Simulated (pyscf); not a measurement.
**Substitution at C: H₃C–Ga(CH₃)–NH₂ + H• → CH₄ + [H₃C–Ga–NH₂]•**

Gas phase, doublet surface, charge 0. Bonds broken: C1–Ga2. Bonds formed: C1–H13. Optimised with ωB97X-D3(BJ)/def2-SVP in PySCF.

Transition state (Å):

```xyz
13

C      1.3371     1.2104     0.1462
Ga    -0.7375     0.4254    -0.0178
C     -1.3692    -1.1143    -1.0940
N     -1.8891     1.0738     1.2449
H      1.6383     0.3021     0.6767
H      1.0347     2.0924     0.7140
H      1.5446     1.2920    -0.9213
H     -0.6348    -1.9354    -1.0727
H     -1.5010    -0.8173    -2.1473
H     -2.3324    -1.4946    -0.7179
H     -1.7010     1.8628     1.8530
H     -2.8286     0.7189     1.3923
H      2.7639     1.6720     0.3878
```

One imaginary mode, 1454i cm⁻¹; descent along it reached the two sides named.

| bond | change | reactant side (Å) | saddle | product side |
|---|---|---|---|---|
| C1–Ga2 | breaks | 1.967 | 2.224 | 3.5 |
| C1–H13 | forms | 3.8 | 1.519 | 1.099 |

Electronic energies relative to the separated reactants (kJ/mol):

| level | barrier | reaction energy | reverse barrier |
|---|---|---|---|
| ωB97X-D3(BJ)/def2-TZVP | 95.7 | -120.4 | 216.1 |
| PBE/def2-TZVP | 51.4 | -136.4 | 187.8 |
| r²SCAN/def2-TZVP | 55.2 | -138.7 | 193.8 |
| B3LYP-D3(BJ)/def2-TZVP | 60.3 | -147.1 | 207.5 |
| PBE0-D3(BJ)/def2-TZVP | 70.6 | -129.0 | 199.6 |
| M06-2X/def2-TZVP | 83.3 | -134.8 | 218.2 |
| ωB97M-D3(BJ)/def2-TZVP | 86.6 | -134.7 | 221.3 |
| HF/def2-TZVP | 149.3 | -133.0 | 282.3 |

With ωB97M-D3(BJ)/def2-TZVP energies and thermal terms (ideal gas, 1 atm, RRHO with modes under 100 cm⁻¹ raised to 100, one conformer, R ln 2 for rigid chiral ones), in kJ/mol:

```tsv
T (K)	ΔH‡	ΔG‡	ΔH	ΔG
298	90.1	116.1	-116.3	-127.1
600	87.4	143.5	-123.3	-135.4
900	85.5	172.0	-130.4	-139.9
1200	83.9	201.0	-136.7	-142.0
```

Abstraction by the radical was not located in this set and often lies lower. This is the saddle that the search found; another between the same sides may lie lower. The angle at the attacked C is 174°. Elements up to Kr have no core potential and no relativistic terms here.
